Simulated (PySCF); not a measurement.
SiCl₃F, optimised at PBE/def2-SVP:

```xyz
5

F     -0.0063     0.6317    -1.4839
Si    -0.0146    -0.0010     0.0064
Cl    -0.0246    -2.0386    -0.1600
Cl     1.6660     0.6324     0.9833
Cl    -1.6951     0.6497     0.9719
```

Computed with PySCF (xtb for GFN2) and rigid-rotor harmonic-oscillator thermochemistry at 1 bar. 6-31G* has spherical d functions here. All species are closed-shell singlets. B3LYP is the form with VWN-RPA correlation.

Question: List the harmonic frequencies (cm⁻¹, unscaled) at this level and at the other levels, each on its own geometry.

Answer: 
- PBE/def2-SVP: 152, 152, 222, 258, 259, 443, 631, 632, 912
- B3LYP/6-31G*: 161, 161, 235, 272, 272, 448, 630, 630, 951
- GFN2-xTB: 122, 122, 188, 210, 211, 420, 562, 562, 807
- HF/6-31G*: 176, 176, 253, 296, 296, 486, 674, 674, 1013
- PBE0/def2-TZVP: 160, 160, 232, 275, 275, 463, 641, 642, 944
